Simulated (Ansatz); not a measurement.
bcc Nb was calculated with r²SCAN0 (PAW; Ansatz, a program for electronic structure).

Numerical settings: plane-wave cutoff 520 eV, 14×14×14 k mesh, Fermi–Dirac smearing 0.05 eV, no spin polarisation, scalar-relativistic PAW data made under PBE.

Computed at the level's own relaxed cell.

Q: Give the computed equilibrium volume per atom and lattice constant a.

A: 
* **equilibrium volume per atom**: 17.94 Å³/atom
* **lattice constant a**: 3.298 Å

Measured, for comparison: equilibrium volume per atom 17.87 Å³/atom, lattice constant a 3.294 Å (static lattice: zero-point anharmonic expansion removed; as tabulated in Mejia-Rodriguez and Trickey (2018), arXiv:1807.09216). Computed (rounded) less measured: equilibrium volume per atom +0.4 %, lattice constant a +0.1 %.

The computed numbers hold no vibrational or temperature effects.

Computing time: about 23 core-minutes (a rough figure).
